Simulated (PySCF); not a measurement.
Gas-phase reaction: CH3CN + 3 C2H6 + Si = H3SiN(CH3)2 + 3 C2H4

Computed with PySCF and rigid-rotor harmonic-oscillator thermochemistry at 1 bar. † marks an energy on the PBE0/def2-TZVP geometry and frequencies; other levels use their own. MP2 and CCSD(T) freeze the core. Open shells (unrestricted): Si (multiplicity 3, electronic degeneracy 9); the rest are closed-shell singlets. Spin-orbit splitting is ignored; it lowers the true energy and changes the entropy of Si. MP2 isn't extrapolated to the basis-set limit; its ΔH°(298 K) is -59.4 kJ in def2-SVP and -110.8 kJ in def2-TZVPP. CCSD(T) isn't extrapolated to the basis-set limit. The harmonic model lacks anharmonicity and excited electronic states, which grow with temperature; levels with a mode under 35 cm⁻¹ are left out. Internal rotation in C2H6, H3SiN(CH3)2 is treated as a harmonic vibration of one conformer, which makes the entropy rough.

```csv
level,"ΔE electronic, kJ","ΔH°(298 K), kJ","ΔS°(298 K), J/K","ΔG°(1800 K), kJ"
BLYP/def2-TZVP†,-102,-128,-109,46
CCSD(T)/def2-SVP†,-51,-76,-109,98
M06-2X/def2-TZVP†,-120,-146,-109,28
MP2/def2-SVP†,-34,-59,-109,114
MP2/def2-TZVPP†,-85,-111,-109,63
PBE/def2-SVP,-88,-114,-110,59
PBE0/def2-QZVP†,-94,-119,-109,54
PBE0/def2-TZVP,-91,-117,-109,57
LDA/def2-TZVP†,-160,-186,-109,-12
ωB97M-V/def2-TZVP†,-118,-144,-109,30
```
ΔH° is lowest at LDA/def2-TZVP† and highest at MP2/def2-SVP†. No reference value is set beside these.
